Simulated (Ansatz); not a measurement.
We consider 1T (CdI2-type) SnSe2, described by r²SCAN+rVV10 (Ansatz, a first-principles code, PAW).

Run with plane-wave cutoff 500 eV, 12×12×6 k mesh (along the axes of the cell as run), Fermi–Dirac smearing 0.05 eV, scalar-relativistic PAW data made under PBE.

Computed at the level's own relaxed cell.

Problem. Give the computed volume per atom, equilibrium lattice constant a and c axis length.

Solution. 
- volume per atom: 26.33 Å³/atom
- equilibrium lattice constant a: 3.825 Å
- c axis length: 6.233 Å

Measured, for comparison: lattice parameter c 6.14 Å (temperature not stated, not corrected to a static lattice; as tabulated in Gonzalez and Oleynik (2016), arXiv:1609.04381). Computed (rounded) less measured: lattice parameter c +1.5 %.

Spin–orbit coupling is not included.

Static lattice: no zero-point or thermal effects.

It cost around 4 core-minutes (rough) of CPU time.
